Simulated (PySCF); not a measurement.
## EPR parameters of [C4H5FO]+

Species: C4H5FO (charge +1 and doublet state).
Structure used (GFN2-xTB), in Å, numbered top down from 1:
```xyz
11
C4H5FO angstrom
C     -1.367    0.256    0.186
C     -0.418   -0.792   -0.176
F     -0.911   -1.946   -0.534
C      0.947   -0.645   -0.251
C      1.490    0.646    0.024
O      0.891    1.670    0.209
H     -1.637    0.206    1.248
H     -2.281    0.187   -0.410
H     -0.894    1.256    0.065
H      1.584   -1.478   -0.507
H      2.602    0.644    0.120
```

The hyperfine couplings belong to this conformer and change with its torsions.

The species is `C[C+](F)[CH]C=O` [radical] (charge +1).

Method used: UKS B3LYP, pcH-1 on C F H O, non-relativistic, mean-field spin-orbit, GIAO (PySCF 2.14.0). One conformer (not necessarily the lowest) at the GFN2-xTB geometry, without solvent, vibrations or thermal averaging. A GFN2-xTB geometry isn't a minimum of the functional, and hyperfine couplings can be far from their values at a DFT geometry, by a factor of two or more for some ions and for spin on atoms past the first row. No stability test was run, so a lower SCF solution isn't excluded.

```json
{
 "g1, g2, g3": "2.00261, 2.00591, 2.01507",
 "g_iso": "2.00786",
 "Form of g": "rhombic: the two nearest values differ by 27 % of g3 − g1",
 "⟨S²⟩": "0.7582 (exact 0.7500)",
 "Basis functions": "200"
}
```

Hyperfine couplings atom by atom, in MHz; T1 to T3 are the principal values of the dipolar part:

| atom | isotope | a_iso | T1 | T2 | T3 | Mulliken spin population |
| --- | --- | --- | --- | --- | --- | --- |
| C1 | 13C | 16.8 | -9.2 | -8.0 | 17.2 | 0.08 |
| C2 | 13C | 2.2 | -3.8 | -1.5 | 5.3 | 0.00 |
| F3 | 19F | 38.0 | -52.7 | -43.4 | 96.1 | 0.02 |
| C4 | 13C | 56.9 | -22.2 | -20.3 | 42.5 | 0.25 |
| C5 | 13C | -62.2 | -16.8 | 7.4 | 9.5 | -0.09 |
| O6 | 17O | -40.4 | -202.6 | 97.2 | 105.3 | 0.63 |
| H7 | 1H | 28.0 | -4.8 | -0.1 | 4.9 | 0.01 |
| H8 | 1H | -5.2 | -4.4 | -1.8 | 6.2 | 0.00 |
| H9 | 1H | 67.7 | -16.7 | -5.6 | 22.3 | 0.01 |
| H10 | 1H | -14.8 | -9.3 | -3.5 | 12.9 | -0.01 |
| H11 | 1H | 285.4 | -8.7 | -3.4 | 12.1 | 0.12 |

The largest Mulliken spin populations are on O6 (+0.63), C4 (+0.25), H11 (+0.12) and C5 (-0.09). The positive populations add up to 1.10 and the negative ones to -0.10, together 2S = 1.

C4, the radical centre as drawn in `C[C+](F)[CH]C=O`, holds a spin population of +0.25 out of 1.

Axes: g3 points within 13° of the C5–O6 bond.

Under fast tumbling the dipolar parts average out, and these isotropic splittings remain: 1 × 1H (H11, I = 1/2, 2 lines) with 10.16 mT, 1 × 19F (F3, I = 1/2, 2 lines) with 1.35 mT, 3 × 1H (H7/H8/H9, I = 1/2, 4 lines) with 1.07 mT and 1 × 1H (H10, I = 1/2, 2 lines) with 0.53 mT.

Class means assume fast exchange of nuclei equivalent by connectivity; if that motion is slow, each nucleus keeps its own coupling. The three 1H nuclei of mean +30.1 MHz run from -5.2 to 67.7 MHz in the frozen geometry.

The 13C coupling of C5 (-62.2 MHz) shows only in satellite lines or after enrichment, since that isotope makes up about 1.07 % of natural carbon.

The 17O coupling of O6 (-40.4 MHz) shows only in satellite lines or after enrichment, since that isotope makes up about 0.038 % of natural oxygen.

The spin density at the nucleus, in bohr⁻³, is negative for C5 (-0.0553) and H10 (-0.0033), for instance. A restricted open-shell determinant has no negative spin density anywhere; here it arises because α and β orbitals differ (spin polarisation).
